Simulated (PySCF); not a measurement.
# SiP−: from the state search to spectroscopic constants

The task here is to estimate one member of a computed series from the others.

Program: PySCF 2.14.0. Level of theory: Si aug-cc-pVDZ-DK, P aug-cc-pVDZ-DK, spin-free X2C with a Gaussian nucleus. These are calculated values, not measurements.

The first run:

The job is set up so:

```
atoms                         : Si, P
charge                        : -1
basis                         : Si aug-cc-pVDZ-DK, P aug-cc-pVDZ-DK
Hamiltonian                   : spin-free X2C with a Gaussian nucleus
basis functions               : 54
electrons treated             : 30
masses in u                   : 27.9769, 30.9738
levels                        : PBE0, PBE, r²SCAN, BLYP, BHandHLYP, MN15, HSE06, HF, MP2, SCS-MP2, CCSD, CCSD(T)
grid                          : 80 radial by 434 angular points
occupations                   : held fixed by the projection of orbital angular momentum
dissociation limit            : Si− + P, each in its ground configuration
starting distance in angstrom : 2.280
values of 2S to try           : 0, 2, 4
```

Command:

```sh
$ OMP_NUM_THREADS=1 python dia.py task.json out
```

Among the steps run: Set-up; PBE0 along the bond; Higher solutions at PBE0; PBE; r²SCAN (meta-GGA); BLYP (GGA); BHandHLYP (global hybrid GGA); MN15 (hybrid meta-GGA); HSE06 (range-separated hybrid); RHF; MP2 and coupled cluster.

One of the session's tables, all rows but one given; the rest of the session is left out.

```
      level  Re (Å)  ωe (cm⁻¹)  De (eV)
        RHF   1.998        749     2.16
    RHF-MP2   2.063        626     4.67
RHF-SCS-MP2       ?          ?        ?
   RHF-CCSD   2.043        673     4.13
RHF-CCSD(T)   2.060        640     4.47
        PBE   2.046        651     5.24
       BLYP   2.055        633     5.26
     r²SCAN   2.029        679     4.95
       PBE0   2.021        692     4.93
      HSE06   2.023        688     4.92
       MN15   2.001        712     5.23
  BHandHLYP   2.007        715     4.73
```

Estimate the missing values for RHF-SCS-MP2.

**Answer.** Re (Å): 2.059; ωe (cm⁻¹): 635; De (eV): 4.71. In the column «Re (Å)» it lies between BLYP (2.055) and RHF-CCSD(T) (2.060).

De is counted to Si− + P in their ground configurations.

Caveats from the session: The anion's highest level is positive in at least one run, so there the basis alone may hold the extra electron.
